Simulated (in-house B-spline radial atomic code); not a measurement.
Results of a calculation; reference values are marked as such.
# Stopping and range of 30 keV Mg in Si

The pair potential comes from two frozen, spherical free-atom densities (PBE, B-spline radial code, scalar-relativistic past argon): electrostatics plus the change in Thomas-Fermi kinetic and Dirac exchange energy where they overlap, the recipe behind the universal ZBL potential, which averages such potentials (from solid-state densities) over many pairs. It is written V = (Z1 Z2 e²/r) φ(r/a), with e² = 14.3996 eV·Å and a = 0.46850 Å/(Z1^0.23 + Z2^0.23); ZBL's fit is φ = 0.18175 e^(−3.1998x) + 0.50986 e^(−0.94229x) + 0.28022 e^(−0.4029x) + 0.02817 e^(−0.20162x). Where φ falls below 4e-4 it is continued as an exponential.

The target is taken as amorphous, with density 2.329 g/cm³ (NSM archive of the Ioffe Institute); channelling is ignored. Masses: Mg 24.3, Si 28.09 u. Nuclear stopping is S_n = 4π a Z1 Z2 e² M1/(M1 + M2) × s_n(ε), with s_n integrated over impact parameters for each pair. Electronic stopping is Lindhard and Scharff's S_e = Z1^(1/6) 8π e² a0 Z1 Z2/(Z1^(2/3) + Z2^(2/3))^(3/2) × v/v0, with a0 = 0.529177 Å and v = v0 at 24.801 keV/u; it misses the oscillations with Z1 seen in experiment, which reach tens of per cent. Compounds add by atom fraction.

```
target atom    a (Å)  ε at this energy  s_n, this pair  s_n, ZBL potential
         Si  0.12993            0.8639          0.3524              0.3206
```

Task: What are the atom density and the stopping powers at entry?

Result: N = 2.329 × 0.602214/28.09 = 0.04993 atoms/Å³. For Si: S_n = 1832 × 0.3524 = 645.6 eV·Å², S_e = 1.7071 × √30000 = 295.7 eV·Å². Averaged over the target's atoms and times N × 10 Å/nm, the ion loses N S_n = 322 eV/nm to recoils and N S_e = 148 eV/nm to electrons; the nuclear share is 69 %.

Along the track:

```json
{"E (keV)": "1.5", "N S_n (eV/nm)": "260", "N S_e (eV/nm)": "33"}
{"E (keV)": "4.5", "N S_n (eV/nm)": "329", "N S_e (eV/nm)": "57.2"}
{"E (keV)": "9", "N S_n (eV/nm)": "351", "N S_e (eV/nm)": "80.9"}
{"E (keV)": "15", "N S_n (eV/nm)": "350", "N S_e (eV/nm)": "104"}
{"E (keV)": "22.5", "N S_n (eV/nm)": "337", "N S_e (eV/nm)": "128"}
{"E (keV)": "30", "N S_n (eV/nm)": "322", "N S_e (eV/nm)": "148"}
```

Task: Estimate the path length and the projected range.

Result: With continuous slowing down the path is the integral of dE/(N (S_n + S_e)). Trapezoids over the table give 66 nm, and the stretch below the first row, with stopping taken as √E, adds 2E/(N S) = 10 nm: 76.2 nm in all, against 73.6 nm on a fine grid from 5 eV. Deflections shorten the depth: to first order in the energy passed on, N (S_n + S_e) dR_p/dE = 1 − N S_n (M2/M1) R_p/(2E), summed over the target's atoms, and integrating this on the fine grid gives R_p = 47.2 nm, 0.64 of the path. Lindhard's rule of thumb R/(1 + M2/3M1), with mean M2/M1 = 1.16, gives 53.1 nm. On the ZBL potential the same equation gives 51 nm, and the full integral equation, which keeps hard collisions, 54.7 nm.
